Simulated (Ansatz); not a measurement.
One stationary structure of AlN. Space group F-43m (No. 216), zinc blende type. All values below come from r2SCAN (plane waves to 500 eV, PAW, scalar-relativistic; Ansatz, a quantum-chemistry and plane-wave program).

Space group F-43m (No. 216); a = 4.3695 Å, b = 4.3695 Å, c = 4.3695 Å, α = 90.00°, β = 90.00°, γ = 90.00°

```tsv
atom	site	symmetry	x	y	z
Al	4b	-43m	0.5000	0.5000	0.5000
N	4c	-43m	0.2500	0.2500	0.2500
```
(The calculation used a cell of 2 atoms; values per cell refer to that cell.)

Problem. Give the band gap at the level r2SCAN.

Solution. 3.93 eV, indirect (valence top at or next to Γ, conduction bottom at X) (no spin-orbit coupling).

Problem. Predict the smallest direct gap from r2SCAN.

Solution. 4.84 eV at Γ.

No spin polarisation in the result.

Measured for AlN: a 4.368 Å (static lattice; corrected from measurement; as listed in Daniel Mejia-Rodriguez, S. B. Trickey, Phys. Rev. B (2018)); gap 5.34 eV (as listed in Daiki Deguchi et al., Japanese Journal of Applied Physics (2016)). Computed minus measured — a: r2SCAN 0.0 %; gap: r2SCAN -1.41 eV. The computed values are for a static lattice, and a measured gap can be an optical one, lowered by exciton binding.

It was reached from a disturbed copy of a Fdd2 (No. 43) cell, against which it lies -500 meV/atom.
